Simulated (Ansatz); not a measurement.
The same path of BFH2 (4 atoms, charge 0, multiplicity 1) was run 3 times with different band settings. Lost on the way: B1–H2, B1–H3. Made: H2–H3.

These are results of Ansatz, RKS PBE0-D4/def2-SVP, not measurements.

Relaxed end points:

```xyz
4
Properties=species:S:1:pos:R:3
B 0.316 0.000 0.182
H 0.269 0.000 1.391
H 1.339 0.000 -0.462
F -0.824 0.000 -0.476
```

```xyz
4
Properties=species:S:1:pos:R:3
B -0.602 0.000 -1.389
H 1.290 0.000 1.494
H 1.785 0.000 0.917
F -1.373 0.000 -0.388
```

Common settings: movable images 5; climbing image yes; optimiser quadratic models (default); start path through a guess of the saddle point; iteration limit 60; end points relaxed.

| run | spring | force threshold |
| --- | --- | --- |
| 1 | 5.0 eV/Å² | 0.05 eV/Å |
| 2 | 5.0 eV/Å² | 0.2 eV/Å |
| 3 | 0.5 eV/Å² | 0.05 eV/Å |

**Question.** What does each run give, and how far can it be trusted?

**Answer.** Run 1: converged after 14 iterations, highest image 4.206 eV above the first end. Neighbouring images differ by up to 2.7 eV, so the band resolves the path poorly. A vibrational analysis at the climbing image gives one clearly imaginary mode, 1550i cm⁻¹: a first-order saddle point.
Run 2: converged after 12 iterations, highest image 4.206 eV above the first end. The threshold of 0.2 eV/Å is loose, so the images may lie well off the minimum-energy path. Neighbouring images differ by up to 2.7 eV, so the band resolves the path poorly. Another band between the same ends (5 images) ends at a top of the same energy, where a vibrational analysis finds 1 clearly imaginary mode.
Run 3: converged after 13 iterations, highest image 4.206 eV above the first end. Neighbouring images differ by up to 2.7 eV, so the band resolves the path poorly. Another band between the same ends (5 images) ends at a top of the same energy, where a vibrational analysis finds 1 clearly imaginary mode.
The orbitals stay closed-shell, which can raise the energy where a bond breaks towards radicals; this wasn't checked here.
